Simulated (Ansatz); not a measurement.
# Sr₂Fe₂S₂OF₂: computed properties

Method: DFT PBEsol, scalar-relativistic, plane waves, PAW in Ansatz 0.2.0.

Cutoff 420 eV; k points 12×12×12 on the computed 9-atom cell (Γ-centred); Gaussian smearing, width 0.10 eV; collinear spin from starting moments 0 0 2.97 2.97 0.18 0.18 0.2 0 0 μB.

The structure is relaxed at this level of theory with its symmetry kept.

Symmetry: I4/mmm, No. 139, tetragonal system. Conventional cell: a = 3.920 Å, b = 3.920 Å, c = 17.857 Å, α = 90.00°, β = 90.00°, γ = 90.00°. Sr (site symmetry 4mm) has 4 F at 2.44 Å as nearest neighbours. Around Fe (site symmetry mmm) lie 2 O at 1.96 Å. S (site symmetry 4mm) has 4 Fe at 2.54 Å as nearest neighbours. Around O (site symmetry 4/mmm) lie 4 Fe at 1.96 Å. Around F (site symmetry -4m2) lie 4 Sr at 2.44 Å and 4 F at 2.77 Å.

- Volume per atom: 15.24 Å³
- Formation energy from the elements' standard states (uncorrected): -2.069 eV/atom
- Kohn–Sham band gap: none (metal)
- Density of states at the Fermi level: 4.56 states/eV per cell
- Löwdin character within 0.5 eV of the Fermi level: Fe 3d 73 %, S 3p 14 %
- Bader charges (e): Sr (2 in the cell) 1.57, Fe (2 in the cell) 1.01, S (2 in the cell) -1.15, O (1 in the cell) -1.21, F (2 in the cell) -0.83
- Total moment: 6.66 μB per cell
- Site moments (μB; atoms counted from 1 over the whole cell): Fe (atom 3) 2.70, Fe (atom 4) 2.70, S (atom 5) 0.17, S (atom 6) 0.17, O (atom 7) 0.18

The run saw a state lower than the one given here. Moments started parallel, and an antiferromagnetic order may lie lower.

Only this magnetic start was tried.

Cost: 1 run of about 10 core-minutes, on Oxide Virtual Turin-like Processor (Zen 5) (shared hosts).